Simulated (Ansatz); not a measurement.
This script drives the Ansatz DFT code, driven from Python.

`run_conformers.py`:
```python
'''Rank force-field conformers of C2H4F2O2 by single points.'''

import logging
import sys

import ansatz as az
from rdkit import Chem
from rdkit.Chem import AllChem

logging.basicConfig(stream=sys.stdout, format='%(name)s: %(message)s')
log = logging.getLogger('run')
log.setLevel(logging.INFO)

BASIS = '6-31G*'
FUNCTIONAL = 'pbe0'


def main() -> None:
    rd = Chem.AddHs(Chem.MolFromSmiles('OC(F)OCF'))
    ids = list(AllChem.EmbedMultipleConfs(rd, numConfs=20, randomSeed=224, pruneRmsThresh=0.4))
    field = [energy for _, energy in AllChem.MMFFOptimizeMoleculeConfs(rd)]
    distinct = {round(e, 2): i for i, e in zip(ids, field)}
    chosen = sorted(distinct.items())[:5]
    found = []
    for force_field, index in chosen:
        mol = az.Crystal.molecule()
        for atom, xyz in zip(rd.GetAtoms(), rd.GetConformer(index).GetPositions()):
            mol = mol.atom(atom.GetSymbol(), xyz.round(5).tolist())
        calculation = (
            mol.calculation()
            .basis(gaussian=BASIS)
            .functional(FUNCTIONAL)
            .accuracy('high')
        )
        found.append(calculation.run().report['free_energy_ev'])
    log.info('conformer   MMFF (kcal/mol)   this level (eV)')
    for (force_field, index), e in zip(chosen, found):
        log.info(f'{index:9d} {force_field - chosen[0][0]:17.2f} {(e - min(found)):17.3f}')


if __name__ == '__main__':
    main()
```

It is started by `python run_conformers.py`. Estimate its wall time and peak memory on 1 thread of Arm Neoverse V1 (shared host).

It took about 48 s, with a peak of 0.48 GiB, for 5 runs of the engine.

`python run_conformers.py` gives:
```text
run: conformer   MMFF (kcal/mol)   this level (eV)
run:         4              0.00             0.035
run:         5              0.28             0.000
run:         3              2.70             0.156
run:         0              3.12             0.118
run:         2              3.86             0.031
```

These settings explore the input space; basis and method may be short of convergence. The conformers keep their force-field geometries.

(Lines on the test bed's own set-up are left out of the output.)
